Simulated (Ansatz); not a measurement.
# [SiH5]− (SMILES [H][Si-]([H])([H])([H])[H]) at CCSD(T)/STO-3G

What is the energy change on altering one bond length of [SiH5]− at CCSD(T)/STO-3G? 

The calculation is run with Ansatz 0.2.0.

### 1 The structure to begin with

[SiH5]−: 6 atoms, total charge -1, spin state singlet. SMILES: `[H][Si-]([H])([H])([H])[H]`. Geometry: relaxed at GFN2-xTB.

Bond lengths: Si1–H2 1.639 Å, Si1–H3 1.644 Å, Si1–H4 1.491 Å, Si1–H5 1.491 Å, Si1–H6 1.491 Å. Angles: H2–Si1–H3 179.9°, H2–Si1–H4 90.0°, H2–Si1–H5 90.0°, H2–Si1–H6 90.1°, H3–Si1–H4 89.9°, H3–Si1–H5 90.0°, H3–Si1–H6 90.0°, H4–Si1–H5 120.1°, H4–Si1–H6 120.0°, H5–Si1–H6 120.0°.

### 2 The energy at CCSD(T)/STO-3G

Input file run.yaml:

```yaml
crystal:
  periodic: [false, false, false]
  atoms:
    - {symbol: Si, position_ang: [-0.000240, 0.000230, 0.001470]}
    - {symbol: H, position_ang: [-0.019890, -0.007790, 1.639910]}
    - {symbol: H, position_ang: [0.021790, 0.007860, -1.642440]}
    - {symbol: H, position_ang: [1.490630, 0.011850, 0.019200]}
    - {symbol: H, position_ang: [-0.757550, 1.285100, -0.002620]}
    - {symbol: H, position_ang: [-0.734730, -1.297250, -0.015520]}
basis:
  gaussian: {orbitals: STO-3G}
total_charge: -1
correlation: {method: ccsd_t, frozen_orbitals: {H: 0, Si: 5}}
accuracy: high
scf: {omitted_lower_state_checks: [cluster_reference, increment]}
```

Run with:

```console
$ ansatz run run.yaml --threads 1 --pin off --max-ram 2610MiB --events-out events.jsonl --progress --plain --runs-dir runs
```

What it wrote, shortened:

```text
Warning: RAYON_NUM_THREADS=1 ignored (pool sized by the plan → 1); use --threads N
Functional definition: HF
  name "HF"
[...]
222 factors; integrals over basis functions are off by at most 1.5e-8 eV
[...]
mean field -7842.39134447 eV, -288.2025661456 hartree, gradient 7.5e-8 eV, S^2 0.000000; 0 other end points of the search recorded, 0 dependent functions left out
5 core orbitals not correlated: weight in the atoms' cores, before any rotation towards them, 0.999 or more for the frozen orbitals, at most 0.000 for the correlated occupied ones
reference -7842.39134447 eV, -288.2025661456 hartree; 5, 5 occupied and 4, 4 virtual orbitals, 222 factors
second order -1.41146705 eV of doubles, -0.00000000 eV of singles
cycle   1  -1.82826818 eV  change   -4.2e-1 eV  update   5.5e-2
[...]
cycle  16  -2.04911526 eV  change   1.0e-10 eV  update  2.6e-10
perturbative correction -0.01866831 eV, -0.0006860478 hartree
Total energy: -7844.45912805 eV, -288.2785557904 hartree
Checks for a lower state left out: cluster_reference, increment
```

Run time: 0.1 s. Hardware: 1 thread of Arm Neoverse V1, shared host.

### 3 The distorted shape, same level

Input file molecule.yaml:

```yaml
crystal:
  periodic: [false, false, false]
  atoms:
    - {symbol: Si, position_ang: [-0.372982, -0.002675, -0.002963]}
    - {symbol: H, position_ang: [-0.392632, -0.010695, 1.635477]}
    - {symbol: H, position_ang: [-0.350952, 0.004955, -1.646873]}
    - {symbol: H, position_ang: [1.490630, 0.011850, 0.019200]}
    - {symbol: H, position_ang: [-1.130292, 1.282195, -0.007053]}
    - {symbol: H, position_ang: [-1.107472, -1.300155, -0.019953]}
basis:
  gaussian:
    orbitals: STO-3G
total_charge: -1
correlation:
  method: ccsd_t
  frozen_orbitals: {H: 0, Si: 5}
accuracy: high
scf:
  omitted_lower_state_checks: [cluster_reference, increment]
```

Run with:

```console
$ ansatz run molecule.yaml --threads 1 --pin off --max-ram 2610MiB --events-out events.jsonl --progress --plain --runs-dir runs
```

What it wrote, shortened:

```text
Warning: RAYON_NUM_THREADS=1 ignored (pool sized by the plan → 1); use --threads N
Functional definition: HF
  name "HF"
[...]
222 factors; integrals over basis functions are off by at most 1.7e-8 eV
[...]
mean field -7841.16016299 eV, -288.1573210605 hartree, gradient 8.4e-8 eV, S^2 0.000000; 0 other end points of the search recorded, 0 dependent functions left out
5 core orbitals not correlated: weight in the atoms' cores, before any rotation towards them, 0.999 or more for the frozen orbitals, at most 0.000 for the correlated occupied ones
reference -7841.16016299 eV, -288.1573210605 hartree; 5, 5 occupied and 4, 4 virtual orbitals, 222 factors
second order -1.62687700 eV of doubles, -0.00000000 eV of singles
cycle   1  -2.12411833 eV  change   -5.0e-1 eV  update   6.7e-2
[...]
cycle  18  -2.41378702 eV  change   7.5e-11 eV  update  1.6e-10
perturbative correction -0.02707943 eV, -0.0009951509 hartree
Total energy: -7843.60102945 eV, -288.2470212484 hartree
Checks for a lower state left out: cluster_reference, increment
```

Run time: 0.1 s. Hardware: 1 thread of Arm Neoverse V1, shared host.

### 4 Results

At CCSD(T)/STO-3G, 5 core orbitals frozen:

```
                                                          quantity          value
                                         first shape: total energy  -288.27856 Eh
          first shape: correlation energy (5 core orbitals frozen)      -76.0 mEh
                                       first shape: (T) correction      -0.69 mEh
                                        first shape: T1 diagnostic          0.007
                                     distorted shape: total energy  -288.24702 Eh
      distorted shape: correlation energy (5 core orbitals frozen)      -89.7 mEh
                                   distorted shape: (T) correction      -1.00 mEh
                                    distorted shape: T1 diagnostic          0.010
energy change with the Si1–H4 bond stretched from 1.491 to 1.864 Å       0.858 eV
```

What this shows: With the Si1–H4 bond stretched from 1.491 to 1.864 Å the energy rises by 0.86 eV (19.8 kcal/mol). The first shape isn't relaxed at this level, so the change isn't measured from a minimum. The minimal basis adds a large error of its own. The triples (first shape) make up 0.9 % of the correlation energy. The triples (distorted shape) make up 1.1 % of the correlation energy.
